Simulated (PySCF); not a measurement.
nitrogen (N₂), SMILES N#N.

Geometry: B3LYP-D3(BJ)/def2-TZVPD.

Vertical ionisation energy (IE) and electron affinity (EA) in eV. Rows of orbital energies are one-electron estimates. Where ΔSCF, EOM or ADC give a negative EA the extra electron is unbound and the value depends on the basis.

```csv
level,IE,EA
"−ε(HOMO), −ε(LUMO), PBE0/def2-TZVPD (PySCF)",12.20,0.48
"−ε(HOMO), −ε(LUMO), r2SCAN/def2-TZVPD (PySCF)",10.74,1.54
EOM-CCSD/aug-cc-pVDZ (PySCF),(withheld),(withheld)
ADC(2)/aug-cc-pVDZ (PySCF),14.80,-2.62
```

Problem. Fill in the missing entries. (Estimate from the structure and the level; the computed values follow.)

Solution. 
- EOM-CCSD/aug-cc-pVDZ (PySCF), IE: 15.44
- EOM-CCSD/aug-cc-pVDZ (PySCF), EA: -2.65

Computed lowest 1s main lines (those of the lightest heavy element) from CVS-ADC(2)-x/aug-cc-pVDZ (PySCF, non-relativistic), with pole strengths:
411.1 eV (1.52), 411.2 eV (1.52).

Problem. Beyond the first one, list the lowest photoelectron lines from ADC(2)/aug-cc-pVDZ in PySCF with their pole strengths (two spins summed). (The exact figures need the calculation; the answer reports its results.)

Solution. 17.04 eV (1.82), 17.04 eV (1.82), 17.94 eV (1.70), 35.10 eV (1.39).
